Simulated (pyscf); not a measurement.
Elementary routes open to HO–GeH•–Cl + H₂ in the gas phase (doublet surface):
A. HO–GeH₂–Cl + H• (H–H broken; Ge–H formed)
B. Cl–GeH₂• + H₂O (Ge–O, H–H broken; Ge–H, H–O formed)

Optimised with ωB97X-D3(BJ)/def2-SVP in PySCF.

Q: Rank the routes by free-energy barrier at 298 K, lowest first, for ωB97M-D3(BJ)/def2-TZVP energies (ideal gas, 1 atm, RRHO with modes under 100 cm⁻¹ raised to 100, one conformer, R ln 2 for chiral ones without a mode under 150 cm⁻¹).

A: A (132.8 kJ/mol), B (191.3 kJ/mol)

Route A is the fastest of these, ahead of the next by 58.5 kJ/mol. The most stable products are those of B (ΔG = +28.1 kJ/mol), whose barrier is 58.5 kJ/mol higher: the kinetic and the thermodynamic product differ. At 1200 K A is still the fastest. B: On the product side the descent ends in a complex (not fully relaxed), 17.1 kJ/mol under the separated species and 146.0 kJ/mol under the saddle at ωB97X-D3(BJ)/def2-TZVP. Only these routes are compared; each barrier is that of the saddle found, and lower ones may exist. Elements up to Kr have no core potential and no relativistic terms here.
